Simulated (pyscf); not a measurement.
This saddle point was located with ωB97X-D3(BJ)/def2-SVP in PySCF.

```
N
C 1 1.4654
H 2 1.0998 1 109.04
H 2 1.1015 3 108.31 1 -120.18
H 2 1.1021 3 109.27 4 -119.25
C 1 1.4664 2 114.09 3 179.56
H 6 1.0991 1 108.89 2 -179.79
H 6 1.1015 7 108.48 1 120.14
H 6 1.1020 7 109.32 8 119.50
H 1 1.2060 2 115.08 3 42.84
O 10 1.3038 1 141.45 2 -115.64
H 11 0.9631 10 117.84 1 130.34
Ge 1 1.9245 10 83.37 11 -3.88
O 13 1.7577 1 112.25 10 69.59
H 14 0.9716 13 103.66 1 -67.55
O 13 1.7662 14 121.92 15 74.11
H 16 0.9643 13 108.78 14 -58.77
O 13 1.7759 14 105.10 15 -170.96
H 18 0.9634 13 113.02 14 -71.26
```

Surface: singlet, charge 0. Lowest wavenumbers (cm⁻¹): 904i, 76, 82, 119, 146.

**Question.** What reaction is this the transition state of?

**Answer.** H₃C–N(CH₃)–Ge(OH)(OH)–OH + water (H₂O) ⇌ H₃C–NH–CH₃ + HO–Ge(OH)(OH)–OH, a four-centre exchange read from left to right: Ge–N, H–O broken and H–N, Ge–O formed. At ωB97M-D3(BJ)/def2-TZVP it lies +4.5 kcal/mol from the left side and +11.5 kcal/mol from the right (each side as separated species at their lowest minima found). On the reactant side the descent ends in a bound adduct, 10.8 kcal/mol under the separated species and 15.0 kcal/mol under the saddle at ωB97X-D3(BJ)/def2-TZVP. On the product side the descent ends in an adduct with a Ge–N contact (not fully relaxed), 14.9 kcal/mol under the separated species and 24.6 kcal/mol under the saddle at ωB97X-D3(BJ)/def2-TZVP. What is counted as broken (Ge–N) persists as a longer contact in the product adduct; parting that adduct is a step of its own. H₃C–NH–CH₃ lies 7.8 kcal/mol over its isomer H₃C–CH₂–NH₂ (electronic energy, ωB97M-D3(BJ)/def2-TZVP). This is the saddle that the search found; another between the same sides may lie lower. Elements up to Kr have no core potential and no relativistic terms here.
